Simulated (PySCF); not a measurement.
## Working with the constants of NaLi⁺

UHF-CCSD(T) constants of NaLi⁺, ²Σ⁺ (doublet), unpaired electrons σ ↑ (PySCF, no relativity, basis sets Na 3-21G, Li 3-21G; masses 22.9898 and 7.0160 u):

```
ωe              : 198.1 cm⁻¹
ωexe            : 1.19 cm⁻¹
Be              : 0.26724 cm⁻¹
αe              : 0.00204 cm⁻¹
D (centrifugal) : 1.95e-06 cm⁻¹
De to Na⁺ + Li  : 0.91 eV
```

(1) Give the vibrational terms G(v) and spacings up to v = 6.

(2) How well does the Morse estimate ωe²/(4ωexe) reproduce De, and what is D0?

Correlated steps freeze 1 core orbital. For an ion De counts to the pair picked by the measured ionisation energies or electron affinities, which need not be the lowest pair at this level. 3-21G is very small, so such numbers show the basis as much as the molecule. The state is the lowest determinant that a PBE0 search found; another state may lie lower at other levels.

Answers

(1) G(v) = ωe(v+½) − ωexe(v+½)².

| v | G(v) (cm⁻¹) | G(v) − G(v−1) | Bv (cm⁻¹) |
| --- | --- | --- | --- |
| 0 | 98.8 |  | 0.2662 |
| 1 | 294.5 | 195.7 | 0.2642 |
| 2 | 487.8 | 193.3 | 0.2621 |
| 3 | 678.8 | 191.0 | 0.2601 |
| 4 | 867.4 | 188.6 | 0.2581 |
| 5 | 1053.6 | 186.2 | 0.2560 |
| 6 | 1237.4 | 183.8 | 0.2540 |

(2) It gives 1.02 eV, 112 % of the computed De. D0 = De − G(0) = 0.91 − 0.01 = 0.90 eV.
